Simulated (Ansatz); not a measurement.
`CS[SiH3]`, 9 atoms. The species carries charge 0 and has multiplicity 1. All runs use 4 threads of an Arm Neoverse V2 on a shared host. Correlated methods freeze the cores. Open-shell runs search over several starts.

**Question.** How many basis functions does each run have, and how long does it take in Ansatz? RKS PBE0-D4/def2-TZVP frequencies; RKS ωB97M-V/def2-QZVPP energy; RKS PBE0-D4/def2-TZVP relaxation (5 steps); UKS ωB97M-V/def2-TZVPP energy of the cation; UKS PBE0-D4/def2-TZVPP energy of the cation; RHF-MP2/def2-QZVPP energy; RKS PBE0-D4/def2-QZVPP energy; RKS PBE0-D4/def2-SVP energy; RKS B3LYP-D4/def2-TZVPP energy and forces; RHF-CCSD(T)/def2-SVP energy; RKS revPBE-D4/def2-TZVPP energy; RKS ωB97M-V/def2-SVP energy. (Estimate.)

**Answer.** Ansatz gave: Other jobs shared the machine, so times are rough.

```tsv
level	job	functions	wall time	peak host memory (GiB)
RKS PBE0-D4/def2-SVP	energy	80	0.55 s	0.37
RHF-CCSD(T)/def2-SVP	energy	80	0.7 s	0.37
RKS revPBE-D4/def2-TZVPP	energy	199	0.9 s	0.22
RKS B3LYP-D4/def2-TZVPP	energy and forces	199	1.9 s	0.44
RKS ωB97M-V/def2-SVP	energy	80	2.1 s	0.37
UKS PBE0-D4/def2-TZVPP	energy of the cation	199	2.4 s	0.53
RKS PBE0-D4/def2-QZVPP	energy	377	3 s	1
RKS PBE0-D4/def2-TZVP	relaxation (5 steps)	141	6.5 s	0.28
RHF-MP2/def2-QZVPP	energy	377	6.5 s	1.6
UKS ωB97M-V/def2-TZVPP	energy of the cation	199	7 s	0.75
RKS ωB97M-V/def2-QZVPP	energy	377	8 s	1.2
RKS PBE0-D4/def2-TZVP	frequencies	141	39 s	0.37
```

B3LYP here is the variant with VWN-RPA as its local correlation; programs differ in this.
